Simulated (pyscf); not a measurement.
Thermochemistry of product channels of `[F][CH2][F]` + `[Cl]` [doublet] on the doublet surface, in kcal/mol, from ωB97M-D3(BJ)/def2-TZVP energies (ideal gas, 1 atm, RRHO with modes under 100 cm⁻¹ raised to 100, one conformer, R ln 2 for rigid chiral ones). PySCF, gas phase, ωB97X-D3(BJ)/def2-SVP geometries.

| products | ΔE | ΔH(298 K) | ΔG(600 K) | ΔG(1200 K) |
|---|---|---|---|---|
| `[F][CH]([F])[Cl]` + `[H]` [doublet] | +19.1 | +13.7 | +14.8 | +14.3 |
| `[F][CH][F]` [doublet] + `[ClH]` | +1.4 | -2.3 | -7.9 | -13.7 |
| `[F][C]([F])[Cl]` [doublet] + `[H][H]` | +18.6 | +11.8 | +9.7 | +5.9 |
| `[FH]` + `[F][CH][Cl]` [doublet] | +2.0 | -1.1 | -7.4 | -14.5 |

These are energies of the channels, which say nothing of barriers. Left out: orbital degeneracy and the spin-orbit lowering of Cl.
